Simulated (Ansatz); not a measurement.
Input file:

```yaml
crystal:
  periodic: [false, false, false]
  atoms:
    - {symbol: O, position_ang: [0.000000, 0.000000, 0.000000]}
    - {symbol: F, position_ang: [0.000000, 0.000000, 1.208300]}
basis:
  gaussian: {orbitals: STO-3G}
total_charge: 1
correlation: {active_space: {window: {electrons: 6, orbitals: 4}}}
```

```sh
$ ansatz run in.yaml --threads 1 --pin off --events-out ev --progress --plain --max-ram 2393MiB
```

Output:

```
141 factors; integrals over basis functions are off by at most 6.2e-6 eV
mean field evaluation 1: about -4661.1522 eV, gradient 1.6e1 eV
mean field evaluation 2: about -4661.2420 eV, gradient 1.6e1 eV
mean field evaluation 4: about -4661.9725 eV, gradient 1.8e0 eV
mean field evaluation 8: about -4661.9951 eV, gradient 2.8e-2 eV
mean field evaluation 16: about -4661.9951 eV, gradient 7.9e-2 eV
mean field -4661.99509709 eV, -171.3251598041 hartree, gradient 1.7e-6 eV, S^2 0.000000; 2 other end points of the search recorded, 0 dependent functions left out
reference -4661.99509709 eV, -171.3251598041 hartree; 8, 8 occupied and 2, 2 virtual orbitals, 141 factors
state -4664.09785288 eV, -171.4024346541 hartree
1 active orbitals were swapped for others, from the solution at -4663.88089326 eV, -171.3944615353 hartree to that at -4664.09785288 eV, -171.4024346541 hartree; typed "places" are swapped only where nearly empty or full, and so, without "given_window_search", are "orbital_numbers", "shells" and a window whose orbitals a file names under [Active]
Total energy: -4664.09785288 eV, -171.4024346541 hartree
```

Natural occupations: 1.9242 1.9242 1.0758 1.0758.

Ran on 1 thread of AMD EPYC, shared host: 0.59 s wall, 0.07 GiB peak host memory.
